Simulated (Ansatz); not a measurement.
FNa, an active-space calculation

With Ansatz's Python interface.

The cells in order, each with its output:

```python
import ansatz as az
from ase import Atoms
```

```python
atoms = Atoms(["Na", "F"], positions=[
    (0.0, 0.0, 0.0),
    (0.0, 0.0, 2.19),
])
mol = az.Crystal.molecule_from_ase(atoms)
```

```python
model = (
    mol.calculation()
    .basis(gaussian="6-31G*")  # the orbital basis, by name
    .correlation(active_electrons=4, active_orbitals=4)  # correlation on top of the mean field
)
for method in ["sc_nevpt2"]:
    data = (model if method is None else model.correlation(method)).run().report
    space = data["configurations"]
    state = space["states"][0]
    print(method or "casscf", f"total {data['free_energy_ev'] / 27.211386246:.6f} Ha, active-space state {state['energy']['hartree']:.6f} Ha, mean field {data['reference_energy_ev'] / 27.211386246:.6f} Ha")
    print("  determinants", state["n_determinants"], " natural occupations", [round(n, 3) for n in space["natural_occupations"]])
```

    sc_nevpt2 total -261.474512 Ha, active-space state -261.337056 Ha, mean field -261.287420 Ha
      determinants 20  natural occupations [1.984, 1.98, 0.02, 0.016]

Total energies depend on the basis set; only differences at equal settings carry meaning. The geometry is a force-field or estimated start, not a minimum of this method, and the basis set is short of its limit. The active space starts as a window about the frontier orbitals and is then optimised, not chosen by chemistry. Timing: 1.3 s on 1 thread of Arm Neoverse V1, on a shared host, peak memory 0.15 GiB.
